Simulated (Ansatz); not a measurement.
## hcp against fcc along the 5d metals

Level of theory: Ansatz 0.2.0, DFT, BLYP, plane waves (420 eV) with PAW, scalar-relativistic. (PAW data from PBE, frozen cores regenerated.)

Each structure is relaxed within its symmetry, in the lowest magnetic state of the tried starts. Differences under about 8 meV lie within the error of the k-point mesh.

```
element  E(hcp) − E(fcc) (meV/atom)  V(hcp) (Å³/atom)  V(fcc) (Å³/atom)       state of hcp       state of fcc
     Lu                         -38             29.85             29.69  spin not included  spin not included
     Hf                         -70             23.14             23.17  spin not included  spin not included
     Ta                          22             19.36             19.39  spin not included  spin not included
      W                           9             17.12             17.02  spin not included  spin not included
     Re                         -63             15.53             15.59  spin not included  spin not included
     Os                        -129             14.91             14.98  spin not included  spin not included
     Ir                          67             15.34             15.26  spin not included  spin not included
     Pt                          48             16.78             16.65  spin not included  spin not included
     Au                           2             19.49             19.46  spin not included  spin not included
```
